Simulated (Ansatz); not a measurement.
Z-matrix (Å, degrees):
```
B
F 1 1.307
S 1 1.792 2 122.4
H 3 1.342 1 94.5 2 -180.0
```

Total charge 0; spin multiplicity 2.

Question: List the PBE0/def2-TZVPP orbital energies in eV (Ansatz). (An estimate is asked.)

Answer: Ansatz gave: α occupied: -2423.08, -675.04, -218.45, -187.35, -162.27, -162.22, -162.11, -34.77, -21.45, -16.25, -14.17, -13.69, -12.29, -11.27, -8.52, -6.28. α empty: -0.94, 0.14, 1.93, 2.24, 3.09, 3.32, 3.66, 5.61. β occupied: -2423.06, -674.97, -218.43, -187.00, -162.25, -162.14, -162.11, -34.62, -21.28, -16.05, -13.76, -13.62, -11.99, -10.74, -8.49. β empty: -1.80, -0.15, 0.23, 2.16, 2.59, 3.30, 3.99, 4.33. ⟨S²⟩ = 0.754.
